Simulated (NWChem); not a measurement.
System: NH, triplet; SMILES [NH]

Program: NWChem. Spin-unrestricted. No stability test was run on the SCF state. Each level has its own optimisation; frequencies are unscaled.

### Question
Order these by “dipole (D)”, lowest first: UHF/3-21G; UHF/aug-pcseg-1; UHF/def2-TZVPP.

### Answer
UHF/aug-pcseg-1 (1.63), UHF/def2-TZVPP (1.68), UHF/3-21G (1.78)
